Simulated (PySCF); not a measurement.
The isolated species `CPC(C)=O` is ionised with synchrotron light (hν = 3400.0 eV). Calculated photoelectron kinetic energies of its computed core levels, recoil neglected:

```csv
line,kinetic energy (eV)
1,3263.53
2,3262.64
3,3108.97
4,3108.88
5,3106.94
6,2862.56
7,1249.98
```

Method used: delta-SCF UKS SCAN, pcX-2 on the ionised atom, pcseg-1 elsewhere, spin-free X2C in PySCF 2.14.0.

Q: Convert to binding energies and name the level and atom behind each line. Numbering: `[CH3:1][PH:2][C:3]([CH3:4])=[O:5]`.

A: Against the vacuum level, binding energy = hν − kinetic energy.

```json
{"line": "1", "binding energy (eV)": "136.47", "level": "P 2p3/2", "atoms": "P2", "environment": "phosphine phosphorus"}
{"line": "2", "binding energy (eV)": "137.36", "level": "P 2p1/2", "atoms": "P2", "environment": "phosphine phosphorus"}
{"line": "3", "binding energy (eV)": "291.03", "level": "C 1s", "atoms": "C1", "environment": "sp3 carbon bound to phosphorus"}
{"line": "4", "binding energy (eV)": "291.12", "level": "C 1s", "atoms": "C4", "environment": "methyl carbon next to a carbonyl"}
{"line": "5", "binding energy (eV)": "293.06", "level": "C 1s", "atoms": "C3", "environment": "carbonyl carbon"}
{"line": "6", "binding energy (eV)": "537.44", "level": "O 1s", "atoms": "O5", "environment": "carbonyl oxygen"}
{"line": "7", "binding energy (eV)": "2150.02", "level": "P 1s", "atoms": "P2", "environment": "phosphine phosphorus"}
```

Q: Where does line 1 move with hν = 800.0 eV?

A: To 800.0 − 136.47 = 663.53 eV; every photoline shifts by the change in photon energy, -2600.0 eV.

Lowest listed C 1s: C1, bonded to 3 H and P. Highest, 2.03 eV above it: C3, bonded to O (double bond), C and P. Summing the Pauling electronegativity differences to the bonded atoms, each weighted by its formal bond order, gives -1.41 for the lowest site and +1.42 for the highest; no listed site has a larger sum than the highest.

Q: Which effective nuclear charge Zeff reproduces each element's mean 1s value in the hydrogen-like formula E = 13.606 eV × Zeff²?

A: C (Z = 6): mean 291.7 eV, Zeff = 4.63, Z − Zeff = 1.37; O (Z = 8): mean 537.4 eV, Zeff = 6.29, Z − Zeff = 1.71; P (Z = 15): mean 2150.0 eV, Zeff = 12.57, Z − Zeff = 2.43. Means run over the listed sites, weighted by atom count.

Other core shells, valence and Auger electrons aren't listed. 2p3/2 and 2p1/2 are the ΔSCF energy of one spin-free 2p hole plus the eigenvalues of a spin–orbit and ligand-field matrix of the shell. 2p1/2 minus 2p3/2 (ligand field included): P 0.89 eV. One conformer (not necessarily the lowest) at the PBE0-D3(BJ)/def2-SVP geometry, without solvent, vibrations or thermal averaging.

Shape of the structure used: `[CH3:1][PH:2][C:3]([CH3:4])=[O:5]`: C1–P2–C3–C4 48°.
